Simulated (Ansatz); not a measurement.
Energy profile

The step: BNH₄ ([BH2][NH2]) + HF → BH₂F ([BH2][F]) + NH₃ (still joined by a long B–N bond); bonds formed: B1–F6, N2–H5; bonds broken: H5–F6; bonds weakened to dative contacts: B1–N2 (atoms numbered as in the saddle structure below).

```json
{"atom": "B1", "x (Å)": "0.3525", "y (Å)": "0.2914", "z (Å)": "0.5887"}
{"atom": "N2", "x (Å)": "-0.3212", "y (Å)": "-0.7201", "z (Å)": "-0.3009"}
{"atom": "H3", "x (Å)": "1.5448", "y (Å)": "0.2551", "z (Å)": "0.6301"}
{"atom": "H4", "x (Å)": "-0.2895", "y (Å)": "0.7081", "z (Å)": "1.5044"}
{"atom": "H5", "x (Å)": "-0.3381", "y (Å)": "0.5044", "z (Å)": "-0.9707"}
{"atom": "F6", "x (Å)": "0.0272", "y (Å)": "1.4832", "z (Å)": "-0.7115"}
{"atom": "H7", "x (Å)": "-1.2208", "y (Å)": "-1.0800", "z (Å)": "-0.0207"}
{"atom": "H8", "x (Å)": "0.2453", "y (Å)": "-1.4420", "z (Å)": "-0.7195"}
```

Electronic energies by CCSD(T) at an estimated basis limit (MP2 extrapolated from triple and quadruple zeta, plus CCSD(T) − MP2 in triple zeta), on PBE0-D4/def2-TZVP structures; BNH₅F, singlet; no counterpoise correction. Ansatz 0.2.0; basis: def2-TZVPP and def2-QZVPP; cores frozen in the correlated methods. Extrapolation: Hartree–Fock as exp(−7.88 √X), correlation as X^−2.97.

Give the profile in eV, counted from the separated reactants. (To be estimated.)

The calculation gives:
| point | eV |
| --- | --- |
| separated: BNH₄ (linked as [BH2][NH2]; B1, N2, H3, H4, H7, H8; singlet) + HF (H5, F6; singlet) | 0.000 |
| start structure | -0.201 |
| saddle | 0.526 |
| end structure | -0.917 |
| separated: BH₂F (linked as [BH2][F]; B1, H3, H4, F6; singlet) + NH₃ (N2, H5, H7, H8; singlet) | 0.041 |

The T1 diagnostic stays at or below 0.014.

Steps of this kind, hydrogen fluoride cutting a network bond, underlie vapour etching and the fluorination step of atomic layer etching.

For scale, one of the runs: CCSD(T)/def2-TZVPP, 163 basis functions, launched by `ansatz run in.yaml --threads 2 --pin off --events-out ev --progress --plain --max-ram 4352MiB`. Time: 21 s of wall clock on 2 CPU threads of an Arm Neoverse V2; the host was shared. Peak host memory: 1.3 GiB.
